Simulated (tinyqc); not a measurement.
Inside a calculation (part 3 of 3). Method: UHF in the sto-3g basis, for H3O+, spin multiplicity 1. Computed by tinyqc, a small Python program that keeps every step (integrals from PySCF). Command: `OMP_NUM_THREADS=1 python tinyqc.py 27226 27227 out.jsonl` (the two numbers bound the seeds that draw the settings). One thread of a shared host (Intel(R) Xeon(R) Processor @ 2.60GHz), about 0.1 s of CPU time with the checks.

Geometry (angstrom):
```
atom        x        y       z
O      0.0000   0.0000  0.0770
H      0.9820   0.0000  0.0000
H     -0.4910   0.8510  0.0000
H     -0.4910  -0.8510  0.0000
```

## Convergence

Stop when the energy changes by less than 1e-09 hartree and every element of the error matrix X^T (F D S - S D F) X (for each spin) is below 9e-06.

Course of the cycle:
```
iteration  E (hartree)     change  largest element of the error matrix
1           -73.349298          -                             3.36e-01
2           -75.266707  -1.92e+00                             9.68e-02
3           -75.312815  -4.61e-02                             4.59e-02
4           -75.328419  -1.56e-02                             7.34e-03
5           -75.328738  -3.19e-04                             1.34e-03
6           -75.328750  -1.22e-05                             5.05e-04
7           -75.328751  -8.13e-07                             1.78e-04
8           -75.328751  -9.38e-08                             6.70e-05
9           -75.328751  -1.61e-08                             1.09e-05
10          -75.328751  -7.36e-10                             5.13e-06
```

PySCF UHF in the same basis, after a stability check = -75.328751 hartree

Converged in 10 iterations.

## Populations, bond orders and dipole

D(alpha) after iteration 10, lower triangle:
```
          1O 1s    1O 2s   1O 2px   1O 2py   1O 2pz    2H 1s    3H 1s   4H 1s
1O 1s    1.0463
1O 2s   -0.1844   0.7721
1O 2px   0.0000  -0.0001   0.4916
1O 2py   0.0000   0.0000   0.0000   0.4916
1O 2pz  -0.0096   0.0535   0.0000   0.0000   0.9933
2H 1s   -0.0288   0.0858   0.2775   0.0000  -0.0269   0.1673
3H 1s   -0.0288   0.0859  -0.1387   0.2403  -0.0269  -0.0676   0.1673
4H 1s   -0.0288   0.0859  -0.1387  -0.2403  -0.0269  -0.0676  -0.0676  0.1673
```

D(beta) after iteration 10, lower triangle:
```
          1O 1s    1O 2s   1O 2px   1O 2py   1O 2pz    2H 1s    3H 1s   4H 1s
1O 1s    1.0463
1O 2s   -0.1844   0.7721
1O 2px   0.0000  -0.0001   0.4916
1O 2py   0.0000   0.0000   0.0000   0.4916
1O 2pz  -0.0096   0.0535   0.0000   0.0000   0.9933
2H 1s   -0.0288   0.0858   0.2775   0.0000  -0.0269   0.1674
3H 1s   -0.0288   0.0859  -0.1387   0.2403  -0.0269  -0.0676   0.1673
4H 1s   -0.0288   0.0859  -0.1387  -0.2403  -0.0269  -0.0676  -0.0676  0.1673
```

overlap S, lower triangle:
```
         1O 1s   1O 2s   1O 2px   1O 2py   1O 2pz   2H 1s   3H 1s   4H 1s
1O 1s   1.0000
1O 2s   0.2367  1.0000
1O 2px  0.0000  0.0000   1.0000
1O 2py  0.0000  0.0000   0.0000   1.0000
1O 2pz  0.0000  0.0000   0.0000   0.0000   1.0000
2H 1s   0.0505  0.4567   0.3824   0.0000  -0.0300  1.0000
3H 1s   0.0505  0.4564  -0.1910   0.3311  -0.0300  0.1910  1.0000
4H 1s   0.0505  0.4564  -0.1910  -0.3311  -0.0300  0.1910  0.1907  1.0000
```

Mulliken: Z minus the diagonal of D S on the atom; Loewdin: the same with S^(1/2) D S^(1/2); Mayer order: 2 sum_s sum (D(s) S)_ij (D(s) S)_ji over the two atoms.

Charges (e):
```
atom  Mulliken  Loewdin  Mulliken spin
1O     -0.2831  -0.0055       1.02e-05
2H      0.4276   0.3351      -5.37e-06
3H      0.4277   0.3352      -2.40e-06
4H      0.4277   0.3352      -2.40e-06
```

Mayer bond orders:
```
pair   order
2-1   0.7853
3-1   0.7852
3-2   0.0159
4-1   0.7852
4-2   0.0159
4-3   0.0159
```

dipole moment about the origin, x y z (debye): -0.0005  0.0000  -0.2482

<S^2> of the determinant (pure state: 0) = 1.62e-10
